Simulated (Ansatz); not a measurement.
C₂H₃O, SMILES [CH2]C=O: a ladder of basis sets, run with Ansatz 0.2.0 through its Python package.

`basis.py`:
```python
"""Basis-set convergence for C2H3O."""

import ansatz as az

XC = "HF"

geometry_ang = [
    ("C", [-0.4696, 0.1969, -0.4712]),
    ("C", [0.4967, -0.2364, 0.4518]),
    ("O", [0.2167, -1.093, 1.2694]),
    ("H", [-1.4334, -0.1777, -0.428]),
    ("H", [-0.2613, 0.9959, -1.2214]),
    ("H", [1.4929, 0.2503, 0.3532]),
]
mol = az.Crystal.molecule()
for symbol, xyz in geometry_ang:
    mol = mol.atom(symbol, xyz)

base = mol.calculation().functional(XC).spin("collinear", total=1)

energies = {}
for basis in ["cc-pVDZ", "cc-pVTZ"]:
    data = base.basis(gaussian=basis).run().report
    size = data["n_frozen"] + data["n_occupied"][0] + data["n_virtual"][0]
    energies[basis] = (data["reference_energy_ev"] / 27.211386246, data["free_energy_ev"] / 27.211386246)
    print(f"{basis:14s} {size:4d} orbitals  reference {energies[basis][0]:14.6f} Ha  total {energies[basis][1]:14.6f} Ha")

last = energies["cc-pVTZ"][1]
for basis, (_, total) in energies.items():
    print(f"{basis:14s} lies {27.211386 * (total - last):9.4f} eV above cc-pVTZ")
```

How far does the total energy move along this ladder of basis sets?

Against cc-pVDZ: cc-pVTZ -44.8 mHa. The last step alone is -44.81 mHa.

The run itself:

```console
$ python basis.py
cc-pVDZ          57 orbitals  reference    -152.308921 Ha  total    -152.308921 Ha
cc-pVTZ         132 orbitals  reference    -152.353731 Ha  total    -152.353731 Ha
cc-pVDZ        lies    1.2194 eV above cc-pVTZ
cc-pVTZ        lies    0.0000 eV above cc-pVTZ
```

What to keep in mind:
- The drop along the ladder measures the basis error, and is no property of the molecule.
- The geometry is a force-field or estimated start, not a minimum of this method, and the last set is no limit. Much of the fall in a total is atomic energy, which cancels in bond and reaction energies.
- The species is open-shell (spin multiplicity 2).
- The expectation value of S² is noticeably off S(S+1) in at least one run, so that state is spin-contaminated.
- Wall time of the script: 2.8 s on 1 thread of Intel(R) Xeon(R) Platinum 8488C (Sapphire Rapids) (shared host), peak memory 0.31 GiB.

(Lines on the test bed's own set-up are left out of the output.)
